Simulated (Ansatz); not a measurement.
# What a trial cell of CaTa₃ relaxes into

Level of theory: DFT PBE, scalar-relativistic, plane waves, PAW in Ansatz 0.2.0. Cutoff 420 eV, Γ-centred k mesh, Gaussian smearing, no spin polarisation in the final step.

The start puts CaTa₃ on the Cu3Au (L1_2) structure type (Pm-3m, No. 221), with Ca in place of Au, Ta in place of Cu, at a guessed volume.

```
CELL_PARAMETERS angstrom
4.24466 0.00000 0.00000
0.00000 4.24466 0.00000
0.00000 0.00000 4.24466
ATOMIC_POSITIONS crystal
Ca 0.00000 0.00000 0.00000
Ta 0.00000 0.50000 0.50000
Ta 0.50000 0.00000 0.50000
Ta 0.50000 0.50000 0.00000
```

Steps on the 4×4×4 mesh (4 atoms). 5 of 5 steps are shown, and the free energy counts from the last. Trial steps that were taken back and renewals of the plane-wave basis can be among the rows.

```csv
step,ΔF (meV/atom),V (Å³/atom),P (GPa)
1,42.4,19.12,9.90
2,37.1,22.05,-7.33
3,0.9,20.70,-0.81
4,0.5,20.55,0.09
5,0.0,20.55,0.12
```

A final relaxation ran on a 10×10×10 mesh. The relaxed crystal, Pm-3m (No. 221):

```cif
data_structure
_symmetry_space_group_name_H-M 'Pm-3m'
_symmetry_Int_Tables_number 221
_cell_length_a 4.3487
_cell_length_b 4.3487
_cell_length_c 4.3487
_cell_angle_alpha 90.000
_cell_angle_beta 90.000
_cell_angle_gamma 90.000
_cell_volume 82.24
loop_
_atom_site_label
_atom_site_type_symbol
_atom_site_symmetry_multiplicity
_atom_site_Wyckoff_symbol
_atom_site_fract_x
_atom_site_fract_y
_atom_site_fract_z
_atom_site_occupancy
Ca1 Ca 1 a 0.00000 0.00000 0.00000 1
Ta1 Ta 3 c 0.00000 0.50000 0.50000 1
```

```
Volume per atom          : 20.56 Å³
Density                  : 11.77 g/cm³
Energy over the elements : 0.81 eV/atom
Gap on the 10×10×10 mesh : 0 eV (a metal)
```

Energies over the elements count from the elements' standard structures at the same level, with no empirical corrections.

The final run used a 10×10×10 mesh on its 4-atom cell and 0.10 eV smearing. The k mesh leaves about 4 meV/atom of noise in metals. Spin–orbit coupling is left out.

A structure relaxed within its symmetry needn't be a true minimum.

Cost: 3 runs of about 0.73 core-minutes in all, on Arm Neoverse V1 (shared hosts).